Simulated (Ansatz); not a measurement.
Molecule: hydrogen cyanide, CHN, charge 0, multiplicity 1. 
Structure (B3LYP-D3(BJ)/def2-TZVP (Ansatz, an electronic-structure program) minimum search):
SMILES: N#C
```xyz
3

C      0.0000     0.0000    -0.4969
N      0.0000     0.0000     0.6493
H      0.0000     0.0000    -1.5636
```

Total electronic energies in hartree. Correlated levels leave the core frozen unless marked. No spin-orbit coupling. Non-relativistic. CBS(X,Y): correlation extrapolated as X^-3; Hartree-Fock from the larger set (for Q and 5 zeta extrapolated as (X+1)exp(-9√X)).

```json
[
 {"level": "HF/cc-pVTZ", "program": "Ansatz", "energy (Eh)": "-92.90894"},
 {"level": "BLYP-D3(BJ)/def2-TZVPD", "program": "Ansatz + dftd3", "energy (Eh)": "-93.44524"},
 {"level": "HSE06-D3(BJ)/def2-TZVPD", "program": "Ansatz + dftd3", "energy (Eh)": "-93.34127"},
 {"level": "CAM-B3LYP-D4/def2-TZVPD", "program": "Ansatz + dftd4", "energy (Eh)": "-93.41719"},
 {"level": "MP2/6-31G*", "program": "Ansatz", "energy (Eh)": "-93.15689"},
 {"level": "RI-MP2/def2-TZVPP", "program": "Ansatz", "energy (Eh)": "-93.25503"},
 {"level": "SCS-MP2/aug-cc-pVTZ", "program": "Ansatz", "energy (Eh)": "-93.25483"},
 {"level": "CCSD(T)/CBS(aug-cc-pVTZ,aug-cc-pVQZ)", "program": "Ansatz", "energy (Eh)": "-93.3156"},
 {"level": "CCSD(T)/CBS(cc-pVQZ,cc-pV5Z)", "program": "Ansatz", "energy (Eh)": "-93.3164"}
]
```

Totals of different functionals don't rank their quality; only differences between species are comparable.
